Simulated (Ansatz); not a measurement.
We consider hcp Ti, described by r²SCAN+rVV10 in Ansatz (plane waves, PAW).

Numerical settings: plane-wave cutoff 560 eV, 24×24×12 k mesh (along the axes of the cell as run), Fermi–Dirac smearing 0.05 eV, no spin polarisation, scalar-relativistic PAW data made under PBE.

Shape and atoms are relaxed at each volume.

Pressure at four volumes; x = ln(V/17.170 Å³). One pressure is withheld.

```csv
V (Å³/atom),x,P (GPa)
16.484,-0.0408,?
16.827,-0.0202,2.49
17.170,0.0000,0.00
17.857,0.0392,-4.37
```

Task: Pass a parabola P(x) through the three rows shown, estimate the bulk modulus and its pressure derivative near zero pressure, and predict the withheld pressure.

Result: Slopes between the rows: (0.00 − (2.49))/(0.0000 − (-0.0202)) = -123.27 and (-4.37 − (0.00))/(0.0392 − (0.0000)) = -111.48 GPa. Their difference over the span 0.0594 is c = 11.79/0.0594 = 198.5 GPa, so P(x) = 2.49 + (-123.27)(x − (-0.0202)) + 198.5 (x − (-0.0202))(x − (0.0000)). At the middle row B = −dP/dx = −[-123.27 + 198.5 × 0.0202] = 119.3 GPa, and B′ = dB/dP = 2c/B = 3.3. At x = -0.0408 the parabola gives 5.20 GPa; the run gives 5.22 GPa. The Birch–Murnaghan fit to the energies at all volumes has B0 = 119 GPa and B′ = 3.4.

Measured, for comparison: bulk modulus 108 GPa (zero-point energy and finite temperature contributions removed; as tabulated in doi:10.1021/acs.jctc.3c00612). Computed (rounded) less measured: bulk modulus +10 %.

Note: the bulk modulus comes from volumes at which shape and atoms were relaxed.

Ansatz is a program for electronic structure.
